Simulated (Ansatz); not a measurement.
**SiH₄ (singlet): from Hartree-Fock to the top rungs at distance H1–H2 along a hydrogen transfer = 1.394 Å, cc-pVTZ**

Aim: climb from Hartree-Fock through coupled cluster and multireference methods for SiH₄ (singlet) at one geometry and basis, and see what each rung misses.

Program: Ansatz 0.2.0, Gaussian basis. Level of theory: cc-pVTZ, core rule «outside noble gas», up to 5 orbitals frozen. These are calculated values, not measurements.

The runs, in order: UHF; CCSD(T) on RHF; CCSD(T) on UHF; BCCD(T) on RHF; CISD; CCSDT(Q) on RHF; CASSCF and NEVPT2, 8 electrons in 8 orbitals.

8 further runs of the same task are left out: 1 for a mislabelled method, 6 that didn't finish, 1 set aside as unsound or not needed.

## (1) What is computed

The geometry derives from fragments relaxed apart (PBE0/def2-TZVP) and kept rigid, so it is no stationary point. A hydrogen atom is moved between rigid fragments.

5 atoms, charge 0, spin multiplicity 1.

Atoms are counted from 1 here; the program's logs count them from 0.

Bond lengths: H2–Si3 1.440 Å, Si3–H4 1.526 Å, Si3–H5 1.526 Å. Angles: H2–Si3–H4 113.7°, H2–Si3–H5 113.7°, H4–Si3–H5 91.2°.

In the tables R marks a restricted determinant and U an unrestricted one; 'valence' is the active space of 8 electrons in 8 orbitals; energies count from the table's Hartree-Fock row.

## (2) UHF

The input, in.yaml:

```yaml
crystal:
  periodic: [false, false, false]
  atoms:
    - {symbol: H, position_ang: [-2.738293, 0.054876, 0.000000]}
    - {symbol: H, position_ang: [-1.344293, 0.054876, 0.000000]}
    - {symbol: Si, position_ang: [0.095707, 0.054876, 0.000000]}
    - {symbol: H, position_ang: [0.707888, -0.819409, 1.090012]}
    - {symbol: H, position_ang: [0.707888, -0.819409, -1.090012]}
basis:
  gaussian: {orbitals: cc-pVTZ}
magnetization: {spin_polarized: true, initial_magnetization: 0}
hamiltonian: {xc: hf}
output: {orbitals: {seedname: orbitals}}
```

On the command line:

```sh
> ansatz run in.yaml --threads 1 --pin off --events-out ev --progress --plain --max-ram 2393MiB
```

What it wrote:

```text
Functional definition: HF
  name "HF"
  cite "Fock, Z. Phys. 61, 126 (1930) doi:10.1007/BF01340294"
  parent pbe
  exchange = exact_x
  correlation = 0
595 factors; their error is unknown
mean field evaluation 1: about -7918.8923 eV, gradient 6.4e0 eV
mean field evaluation 2: about -7919.3457 eV, gradient 1.8e0 eV
mean field evaluation 4: about -7919.3961 eV, gradient 1.2e-1 eV
mean field evaluation 8: about -7919.5932 eV, gradient 1.2e-4 eV
mean field evaluation 16: about -7921.6906 eV, gradient 7.6e-1 eV
mean field evaluation 32: about -7921.6979 eV, gradient 9.6e-4 eV
mean field -7921.69789185 eV, -291.1170280059 hartree, gradient 8.3e-6 eV, S^2 0.965497; 2 other end points of the search recorded, 0 dependent functions left out
reference -7921.69789185 eV, -291.1170280059 hartree; 9, 9 occupied and 81, 81 virtual orbitals, 595 factors
Total energy: -7921.69789185 eV, -291.1170280059 hartree
```

Run time: 0.81 s. Hardware: 1 thread of Arm Neoverse V2, shared host.

From the report: ⟨S²⟩ of the determinant 0.965 (pure singlet: 0.00). The determinant is far from a pure spin state, so its energy mixes those of several spin states (harmless only where they are near-degenerate, as at dissociation).

The unrestricted solution breaks the spin symmetry, so the restricted determinant is unstable here.

## (3) CCSD(T) on RHF

Edit in.yaml of step 2 so:

```diff
@@ -10,4 +10,3 @@
   gaussian: {orbitals: cc-pVTZ}
-magnetization: {spin_polarized: true, initial_magnetization: 0}
-hamiltonian: {xc: hf}
-output: {orbitals: {seedname: orbitals}}
+magnetization: {spin_polarized: false}
+correlation: {method: ccsd_t, electrons: outside_noble_gas}
```

The command is unchanged.

What it wrote, cut to the lines that bear on the results:

```text
Functional definition: HF
  name "HF"
  cite "Fock, Z. Phys. 61, 126 (1930) doi:10.1007/BF01340294"
  parent pbe
[...]
501 factors; integrals over basis functions are off by at most 1.3e-3 eV
[...]
mean field -7919.59352737 eV, -291.0396940375 hartree, gradient 3.4e-6 eV, S^2 0.000000; 2 other end points of the search recorded, 0 dependent functions left out; unrestricted orbitals would lower it
[...]
determinant -7919.59352737 eV, -291.0396940375 hartree, with singles and doubles -7925.69741357 eV, -291.2640077182 hartree
determinant -7916.32370193 eV, -290.9195301689 hartree, with singles and doubles -7923.55177188 eV, -291.1851568402 hartree
determinant -7916.31568594 eV, -290.9192355868 hartree, with singles and doubles -7923.11978146 eV, -291.1692814853 hartree
[...]
unrestricted determinant -7921.69816778 eV, -291.1170381459 hartree, S^2 0.9655
5 core orbitals not correlated: weight in the atoms' cores, before any rotation towards them, 1.000 or more for the frozen orbitals, at most 0.000 for the correlated occupied ones
reference -7919.59352737 eV, -291.0396940375 hartree; 4, 4 occupied and 81, 81 virtual orbitals, 501 factors
second order -4.75056059 eV of doubles, -0.00000000 eV of singles
cycle   1  -5.39434205 eV  change   -7.6e-1 eV  update   1.2e-1
[...]
cycle  12  -6.10156316 eV  change    1.9e-6 eV  update   6.9e-6
perturbative correction -0.37225008 eV, -0.0136799380 hartree
WARN: these amplitudes may be one of several solutions (largest doubles amplitude 0.44, level shift 0.51 eV)
Total energy: -7926.06734061 eV, -291.2776022860 hartree
```

Wall time 4.3 s (1 thread of Arm Neoverse V2, shared host).

From the report: correlation -6.4738 eV; T1 0.043; largest double amplitude 0.44. The report flags that the cluster equations may have other roots.

## (4) CCSD(T) on UHF

Edit in.yaml of step 3 so:

```diff
@@ -10,3 +10,3 @@
   gaussian: {orbitals: cc-pVTZ}
-magnetization: {spin_polarized: false}
+magnetization: {spin_polarized: true, initial_magnetization: 0}
 correlation: {method: ccsd_t, electrons: outside_noble_gas}
```

Launched as before.

What it wrote, cut to the lines that bear on the results:

```text
Functional definition: HF
  name "HF"
  cite "Fock, Z. Phys. 61, 126 (1930) doi:10.1007/BF01340294"
  parent pbe
[...]
501 factors; integrals over basis functions are off by at most 1.3e-3 eV
[...]
mean field -7921.69816778 eV, -291.1170381459 hartree, gradient 2.1e-6 eV, S^2 0.965497; 5 other end points of the search recorded, 0 dependent functions left out
determinant -7921.69816778 eV, -291.1170381459 hartree, with singles and doubles -7925.92382211 eV, -291.2723280786 hartree
determinant -7918.47297772 eV, -290.9985145973 hartree, with singles and doubles -7924.55693522 eV, -291.2220959118 hartree
determinant -7919.59352737 eV, -291.0396940375 hartree, with singles and doubles -7925.85684433 eV, -291.2698666903 hartree
5 core orbitals not correlated: weight in the atoms' cores, before any rotation towards them, 1.000 or more for the frozen orbitals, at most 0.000 for the correlated occupied ones
reference -7921.69816778 eV, -291.1170381459 hartree; 4, 4 occupied and 81, 81 virtual orbitals, 501 factors
second order -3.34685109 eV of doubles, -0.00000000 eV of singles
cycle   1  -4.11854899 eV  change   -3.2e-1 eV  update   2.0e-2
[...]
cycle  13  -4.14794351 eV  change    6.1e-6 eV  update   9.7e-6
perturbative correction -0.12429899 eV, -0.0045679037 hartree
Total energy: -7925.97041028 eV, -291.2740401619 hartree
```

Run time: 5.5 s. Hardware: 1 thread of Arm Neoverse V2, shared host; peak memory 0.34 GiB.

From the report: ⟨S²⟩ of the determinant 0.965 (pure singlet: 0.00); correlation -4.2722 eV; T1 0.028; largest double amplitude 0.08. The determinant is far from a pure spin state, so its energy mixes those of several spin states (harmless only where they are near-degenerate, as at dissociation).

## (5) BCCD(T) on RHF

Edit in.yaml of step 4 so:

```diff
@@ -10,3 +10,3 @@
   gaussian: {orbitals: cc-pVTZ}
-magnetization: {spin_polarized: true, initial_magnetization: 0}
-correlation: {method: ccsd_t, electrons: outside_noble_gas}
+magnetization: {spin_polarized: false}
+correlation: {method: bccd_t, electrons: outside_noble_gas}
```

Same command.

What it wrote, cut to the lines that bear on the results:

```text
Functional definition: HF
  name "HF"
  cite "Fock, Z. Phys. 61, 126 (1930) doi:10.1007/BF01340294"
  parent pbe
[...]
501 factors; integrals over basis functions are off by at most 1.3e-3 eV
[...]
mean field -7919.59352737 eV, -291.0396940375 hartree, gradient 3.4e-6 eV, S^2 0.000000; 2 other end points of the search recorded, 0 dependent functions left out; unrestricted orbitals would lower it
[...]
determinant -7919.59352737 eV, -291.0396940375 hartree, with singles and doubles -7925.69741357 eV, -291.2640077182 hartree
determinant -7916.32370193 eV, -290.9195301689 hartree, with singles and doubles -7923.55177188 eV, -291.1851568402 hartree
determinant -7916.31568594 eV, -290.9192355868 hartree, with singles and doubles -7923.11978146 eV, -291.1692814853 hartree
[...]
unrestricted determinant -7921.69816778 eV, -291.1170381459 hartree, S^2 0.9655
5 core orbitals not correlated: weight in the atoms' cores, before any rotation towards them, 1.000 or more for the frozen orbitals, at most 0.000 for the correlated occupied ones
reference -7919.59352737 eV, -291.0396940375 hartree; 4, 4 occupied and 81, 81 virtual orbitals, 501 factors
second order -4.75056059 eV of doubles, -0.00000000 eV of singles
cycle   1  -5.43067400 eV  change   -7.9e-1 eV  update   1.2e-1
[...]
cycle  14  -6.08657334 eV  change    3.5e-6 eV  update   1.5e-6
perturbative correction -0.37814151 eV, -0.0138964441 hartree
WARN: these amplitudes may be one of several solutions (largest doubles amplitude 0.44, level shift 0.51 eV)
Total energy: -7926.05824222 eV, -291.2772679263 hartree
```

It took 4.8 s on 1 thread of Arm Neoverse V2, shared host.

From the report: correlation -6.4647 eV; largest double amplitude 0.44. The report flags that the cluster equations may have other roots.

## (6) CISD

Edit in.yaml of step 5 so:

```diff
@@ -10,3 +10,2 @@
   gaussian: {orbitals: cc-pVTZ}
-magnetization: {spin_polarized: false}
-correlation: {method: bccd_t, electrons: outside_noble_gas}
+correlation: {active_space: {ras: {orbitals: [4, 0, 81], electrons: 8, max_holes: 2, max_particles: 2}, fixed_orbitals: true}}
```

Same command.

What it wrote:

```text
Functional definition: HF
  name "HF"
  cite "Fock, Z. Phys. 61, 126 (1930) doi:10.1007/BF01340294"
  parent pbe
  exchange = exact_x
  correlation = 0
501 factors; integrals over basis functions are off by at most 1.3e-3 eV
mean field evaluation 1: about -7919.0857 eV, gradient 9.1e0 eV
mean field evaluation 2: about -7919.0881 eV, gradient 9.1e0 eV
mean field evaluation 4: about -7919.5902 eV, gradient 8.0e-1 eV
mean field evaluation 8: about -7919.5935 eV, gradient 7.1e-4 eV
mean field -7919.59352737 eV, -291.0396940375 hartree, gradient 3.4e-6 eV, S^2 0.000000; 0 other end points of the search recorded, 0 dependent functions left out
reference -7919.59352737 eV, -291.0396940375 hartree; 9, 9 occupied and 81, 81 virtual orbitals, 501 factors
state -7925.02961211 eV, -291.2394664669 hartree
Total energy: -7925.02961211 eV, -291.2394664669 hartree
```

Wall time 3.7 s (1 thread of Arm Neoverse V2, shared host); peak memory 0.35 GiB.

From the report: 73,013 determinants.

## (7) CCSDT(Q) on RHF

Edit in.yaml of step 6 so:

```diff
@@ -10,2 +10,3 @@
   gaussian: {orbitals: cc-pVTZ}
-correlation: {active_space: {ras: {orbitals: [4, 0, 81], electrons: 8, max_holes: 2, max_particles: 2}, fixed_orbitals: true}}
+magnetization: {spin_polarized: false}
+correlation: {method: ccsdt_q, electrons: outside_noble_gas}
```

Same command.

What it wrote, cut to the lines that bear on the results:

```text
Functional definition: HF
  name "HF"
  cite "Fock, Z. Phys. 61, 126 (1930) doi:10.1007/BF01340294"
  parent pbe
[...]
1095 factors; integrals over basis functions are off by at most 2.0e-7 eV
[...]
mean field -7919.59352383 eV, -291.0396939076 hartree, gradient 2.0e-6 eV, S^2 0.000000; 2 other end points of the search recorded, 0 dependent functions left out; unrestricted orbitals would lower it
[...]
determinant -7919.59352383 eV, -291.0396939076 hartree, with singles and doubles -7925.69740867 eV, -291.2640075380 hartree
determinant -7916.32367213 eV, -290.9195290737 hartree, with singles and doubles -7923.55174583 eV, -291.1851558830 hartree
determinant -7916.31566164 eV, -290.9192346938 hartree, with singles and doubles -7923.11986677 eV, -291.1692846204 hartree
[...]
unrestricted determinant -7921.69817671 eV, -291.1170384741 hartree, S^2 0.9655
5 core orbitals not correlated: weight in the atoms' cores, before any rotation towards them, 1.000 or more for the frozen orbitals, at most 0.000 for the correlated occupied ones
reference -7919.59352383 eV, -291.0396939076 hartree; 4, 4 occupied and 81, 81 virtual orbitals, 1095 factors
second order -4.75060679 eV of doubles, -0.00000000 eV of singles
cycle   1  -5.39432507 eV  change   -7.6e-1 eV  update   1.3e-1
[...]
cycle  18  -6.49173737 eV  change   -7.2e-9 eV  update   1.6e-7
perturbative correction -0.02475988 eV, -0.0009099090 hartree
WARN: these amplitudes may be one of several solutions (largest doubles amplitude 0.53, level shift 0.51 eV)
Total energy: -7926.11002109 eV, -291.2791707647 hartree
```

Run time: 72 s. Hardware: 1 thread of Arm Neoverse V2, shared host; peak memory 0.72 GiB.

From the report: correlation -6.5165 eV; T1 0.047; largest double amplitude 0.53. The report flags that the cluster equations may have other roots.

## (8) CASSCF and NEVPT2, 8 electrons in 8 orbitals

Edit in.yaml of step 7 so:

```diff
@@ -10,3 +10,2 @@
   gaussian: {orbitals: cc-pVTZ}
-magnetization: {spin_polarized: false}
-correlation: {method: ccsdt_q, electrons: outside_noble_gas}
+correlation: {method: sc_nevpt2, electrons: outside_noble_gas, active_space: {window: {electrons: 8, orbitals: 8}, shells: [{species: H, l: s, shell: 1}, {species: Si, l: s, shell: 3}, {species: Si, l: p, shell: 3}]}}
```

The command is unchanged.

What it wrote:

```text
Functional definition: HF
  name "HF"
  cite "Fock, Z. Phys. 61, 126 (1930) doi:10.1007/BF01340294"
  parent pbe
  exchange = exact_x
  correlation = 0
1095 factors; integrals over basis functions are off by at most 2.0e-7 eV
mean field evaluation 1: about -7919.0857 eV, gradient 9.1e0 eV
mean field evaluation 2: about -7919.0880 eV, gradient 9.1e0 eV
mean field evaluation 4: about -7919.5902 eV, gradient 8.0e-1 eV
mean field evaluation 8: about -7919.5935 eV, gradient 6.1e-4 eV
mean field -7919.59352383 eV, -291.0396939076 hartree, gradient 2.0e-6 eV, S^2 0.000000; 0 other end points of the search recorded, 0 dependent functions left out; unrestricted orbitals would lower it
reference -7919.59352383 eV, -291.0396939076 hartree; 9, 9 occupied and 81, 81 virtual orbitals, 1095 factors
state -7922.99570031 eV, -291.1647215868 hartree
state -7922.99570031 eV, -291.1647215868 hartree; corrected -7925.15837233 eV, -291.2441983177 hartree
Total energy: -7925.15837233 eV, -291.2441983177 hartree
Checks for a lower state left out: starts, orbital_swaps
```

Run time: 4.5 s. Hardware: 1 thread of Arm Neoverse V2, shared host.

From the report: 2,500 determinants; active occupations 1.99, 1.98, 1.97, 1.45, 0.55, 0.02, 0.02, 0.02.

## (9) How many determinants matter

Natural occupations of the CASSCF valence state about the gap (report; correlated orbitals 1 to 8): 1.986, 1.978, 1.973, 1.454, 0.547, 0.024, 0.023, 0.016. The count of effectively unpaired electrons, Σ n²(2 − n)², is 1.27; a single determinant of this spin has 0.

## (10) Misses and costs

No level here is safe as a reference; RCCSDT(Q) serves as a yardstick only. Rows without a time come out of other runs: HF, MP2 and CCSD of CCSD(T), CCSDT of CCSDT(Q), CASSCF and MRCISD of the multireference runs.

Differences are taken before rounding.

| method | energy from the lowest RHF (kcal/mol) | from RCCSDT(Q) (kcal/mol) | time |
| --- | --- | --- | --- |
| RHF | 0.00 | +150.27 |  |
| UHF | -48.53 | +101.74 |  |
| RMP2 | -109.55 | +40.72 |  |
| UMP2 | -125.71 | +24.56 |  |
| CISD | -125.36 | +24.91 | 3.7 s |
| RCCSD | -140.71 | +9.57 |  |
| UCCSD | -144.19 | +6.09 |  |
| RCCSD(T) | -149.29 | +0.98 | 4.3 s |
| UCCSD(T) | -147.05 | +3.22 | 5.5 s |
| BCCD(T) | -149.08 | +1.19 | 4.8 s |
| RCCSDT | -149.70 | +0.57 |  |
| RCCSDT(Q) | -150.27 | 0 | 72 s |
| CASSCF valence | -78.46 | +71.82 |  |
| NEVPT2 valence | -128.33 | +21.95 | 4.5 s |

Among the levels timed on like hardware and quicker than the yardstick, those that no quicker one beats, quickest first: CISD (3.7 s, +24.91 kcal/mol); RCCSD(T) (4.3 s, +0.98 kcal/mol).

The program flags RCCSD(T), BCCD(T), RCCSDT(Q) as in doubt (see the logs), so the zero of the table is itself unsure.

## (11) What came out

```
                      quantity            value
RCCSDT(Q) below the RHF energy       -6.5165 eV
           RMP2 from RCCSDT(Q)  +40.72 kcal/mol
           UMP2 from RCCSDT(Q)  +24.56 kcal/mol
          RCCSD from RCCSDT(Q)   +9.57 kcal/mol
       RCCSD(T) from RCCSDT(Q)   +0.98 kcal/mol
       UCCSD(T) from RCCSDT(Q)   +3.22 kcal/mol
 NEVPT2 valence from RCCSDT(Q)  +21.95 kcal/mol
                 T1 diagnostic            0.043
effectively unpaired electrons             1.27
```

**Reading.** RCCSD(T) lands +0.98 kcal/mol from the yardstick (0.7 % of the correlation energy). CCSD(T) misses by +0.98 kcal/mol on the restricted determinant and by +3.22 kcal/mol on the unrestricted one; the two need not hold the same state or core. With 1.3 effectively unpaired electrons against 0 the state is strongly multireference. Warnings: restricted reference is unstable; spin contamination; large T1 diagnostic.
